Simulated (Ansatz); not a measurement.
Ansatz (a quantum-chemistry and plane-wave program) input:

Ansatz 0.2 input:
```yaml
crystal:
  periodic: [false, false, false]
  atoms:
    - {symbol: O, position_ang: [1.08859699, 0.24944285, -0.42728356]}
    - {symbol: C, position_ang: [0.04658452, 0.36233721, 0.22026559]}
    - {symbol: H, position_ang: [-0.09897970, 1.22977934, 0.88845632]}
    - {symbol: C, position_ang: [-1.01080777, -0.58309006, 0.15832965]}
    - {symbol: H, position_ang: [-1.91279587, -0.45200395, 0.74149328]}
    - {symbol: H, position_ang: [-0.91166091, -1.44880109, -0.48325255]}
basis:
  gaussian:
    orbitals: aug-cc-pVDZ
magnetization: {spin_polarized: true, initial_magnetization: 1}
correlation: {method: ccsd_t, electrons: outside_noble_gas}
output: {forces: true}
```

Task: What final total energy does it print?

Result: -152.80509 Eh (CCSD(T)/aug-cc-pVDZ). The basis has 96 functions.

It need not be the lowest isomer of its formula.

The determinant is spin-contaminated: <S^2> is 0.92 against 0.75 for a pure state.
